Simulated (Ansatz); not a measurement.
A nudged elastic band was laid between two geometries of BFH2 + H2 (6 atoms, charge 0, multiplicity 1).

All numbers below come from RKS B3LYP/def2-SVP (Ansatz).

| Item | Value |
| --- | --- |
| movable images | 7 |
| climbing image | yes |
| spring | 5.0 eV/Å² |
| optimiser | quadratic models (default) |
| start path | through a guess of the saddle point |
| force threshold | 0.05 eV/Å |
| iteration limit | 60 |
| end points | relaxed |

First end point:

```xyz
6
Properties=species:S:1:pos:R:3
B -0.010 0.474 0.024
F -0.022 0.992 1.237
H 1.061 0.292 -0.501
H -1.072 0.226 -0.494
H 0.080 -2.388 0.643
H 0.075 -2.122 1.357
```

Last end point:

```xyz
6
Properties=species:S:1:pos:R:3
B 0.014 -0.351 -0.251
F 0.012 -0.055 1.700
H 1.038 0.227 -0.514
H -1.045 0.163 -0.508
H 0.051 -1.557 -0.117
H 0.041 -0.952 1.954
```

(1) What changes between the two ends?

(2) Give the energies along the band, and the barrier.

(3) What is the geometry of the highest image?

(4) What are the harmonic wavenumbers there?

The band took 12 iterations and of the order of 50 core-seconds.

Answers

(1) Bonds broken: B1–F2, H5–H6. Bonds formed: B1–H5, F2–H6. BFH2 + H2 becomes BH3 + FH.

(2) The forces met the threshold. The highest image is number 6 of 0 to 8, 1.72 eV above the first end and 0.40 eV above the last; the last end lies 1.32 eV above the first. A vibrational analysis at the climbing image gives one clearly imaginary mode, 1142i cm⁻¹: a first-order saddle point. The orbitals stay closed-shell, which can raise the energy where a bond breaks towards radicals; this wasn't checked here.

| image | path coordinate (Å) | energy (eV) | B1–F2 (Å) | H5–H6 (Å) | B1–H5 (Å) |
| --- | --- | --- | --- | --- | --- |
| 0 | 0.00 | 0.00 | 1.32 | 0.76 | 2.93 |
| 1 | 0.35 | 0.01 | 1.32 | 0.76 | 2.62 |
| 2 | 0.69 | 0.05 | 1.32 | 0.76 | 2.32 |
| 3 | 1.04 | 0.16 | 1.33 | 0.76 | 2.03 |
| 4 | 1.38 | 0.46 | 1.36 | 0.77 | 1.74 |
| 5 | 1.73 | 1.14 | 1.46 | 0.84 | 1.48 |
| 6 | 2.08 | 1.72 | 1.64 | 1.07 | 1.32 |
| 7 | 2.54 | 1.40 | 1.90 | 1.57 | 1.23 |
| 8 | 3.00 | 1.32 | 1.97 | 2.16 | 1.21 |

(3) 
```xyz
6
Properties=species:S:1:pos:R:3
B 0.010 -0.223 0.020
F 0.015 0.048 1.635
H 1.056 0.123 -0.456
H -1.059 0.066 -0.440
H 0.047 -1.517 0.276
H 0.042 -1.022 1.229
```

(4) 1142i, 714, 826, 923, 1099, 1140, 1175, 1450, 1990, 2261, 2603, 2720 cm⁻¹.

Time of the run: 55 s on 1 thread of Intel(R) Xeon(R) 6975P-C (Granite Rapids), with other jobs on the host, peak memory 0.094 GiB.
